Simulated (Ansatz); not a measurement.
## Interaction energy ladder

The pair of HF (SMILES F, atoms 1–2) and CH$_{4}$ (SMILES C, atoms 3–7), both closed shells, in one local arrangement (a lower one may exist), relaxed at PBE0-D4/def2-TZVP:

```tsv
atom	x (Å)	y (Å)	z (Å)
F1	-0.0908	0.0781	-2.4051
H2	-0.0574	0.0488	-1.4829
C3	0.0293	-0.0250	0.7682
H4	0.9625	0.4045	0.4001
H5	0.0692	-0.0599	1.8559
H6	-0.0949	-1.0420	0.3924
H7	-0.8179	0.5957	0.4715
```

Program: Ansatz 0.2.0. Basis: def2-TZVPPD, with def2-QZVPPD for the basis limit. Cores are frozen in the correlated methods. B3LYP uses VWN-RPA correlation. Extrapolation: Hartree–Fock as exp(−7.88 √X), correlation as X^−2.97. Interaction energies count from these two fragments, frozen as in the pair, with the counterpoise correction; negative means bound.

Task: What is the interaction energy by CCSD(T) at an estimated basis limit (MP2 extrapolated from triple and quadruple zeta, plus CCSD(T) − MP2 in triple zeta)? (Judge from chemistry; the value comes from the calculation.)

Result: Computed: -1.65 kcal/mol. Hartree–Fock alone gives -0.10 kcal/mol at the basis limit. It counts from the two fragments frozen as in the pair.

The same quantity by other methods in triple zeta, and each one's difference from that estimate:
| method | E_int (kcal/mol) | difference |
| --- | --- | --- |
| PBE-D4 | -2.05 | -0.40 |
| revPBE-D4 | -1.35 | 0.29 |
| BLYP-D4 | -1.33 | 0.32 |
| r2SCAN-D4 | -2.14 | -0.50 |
| B97M-V | -1.78 | -0.13 |
| PBE0-D4 | -1.90 | -0.25 |
| B3LYP-D4 | -1.52 | 0.13 |
| HSE06-D4 | -1.90 | -0.25 |
| wB97X-V | -1.71 | -0.07 |
| wB97M-V | -1.72 | -0.07 |
| B2PLYP | -1.21 | 0.44 |
| HF | -0.09 | 1.55 |
| MP2 | -1.38 | 0.27 |
| CCSD | -1.20 | 0.45 |
| CCSD(T) | -1.41 | 0.24 |
Differences are method less estimate.

Basis-set superposition shift (counterpoise-corrected less uncorrected): CCSD(T) 0.34; MP2 0.33; HF 0.03; PBE0-D4 0.04; wB97M-V 0.04 kcal/mol.

No T1 diagnostic of these runs exceeds 0.011.

For scale, one of the runs: CCSD(T)/def2-TZVPPD, 162 basis functions, launched by `ansatz run in.yaml --threads 2 --pin off --events-out ev --progress --plain --max-ram 5222MiB`. Time: 30 s of wall clock on 2 CPU threads of an Arm Neoverse N1; the host was shared. Peak host memory: 1.2 GiB.
